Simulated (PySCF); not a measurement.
## B(OH)₂ → BH₂ + O₂

Level: PBE0 in the def2-TZVP basis family, all electrons, no relativity, computed in PySCF with density fitting; open shells unrestricted.

```csv
species,state and structure,E (Eh),ZPE (kJ/mol),H(298 K) − H(0) (kJ/mol),S° (J/(mol K))
B(OH)₂,"doublet, Cs, B–O 1.341 Å, B–O 1.355 Å, O–H 0.959 Å, O–H 0.967 Å; B–O–H 113.4°, B–O–H 113.8°, O–B–O 123.3°",-176.40971,82.3,12.0,259.7
BH₂,"doublet, C2v, B–H 1.191 Å (×2); H–B–H 129.4°",-25.89448,37.8,10.0,194.2
O₂,"triplet, D∞h, O–O 1.193 Å",-150.23561,10.3,8.7,204.9
```

Problem. What is the electronic reaction energy?

Solution. At PBE0/def2-TZVP, ΔE = 734.1 kJ/mol from the differences of the total energies times 2625.5, uphill. 

Problem. Add zero-point, thermal and entropy terms for 298.15 K and 1 bar.

Solution. ΔZPE = -34.2 and Δ[H(298) − H(0)] = 6.7 kJ/mol give ΔH° = 706.6 kJ/mol. ΔS° = 139.4 J/(mol K), so ΔG° = 706.6 − 298.15 × (0.1394) = 665 kJ/mol.

The structures come from searches over a few start shapes, so lower isomers are not excluded.
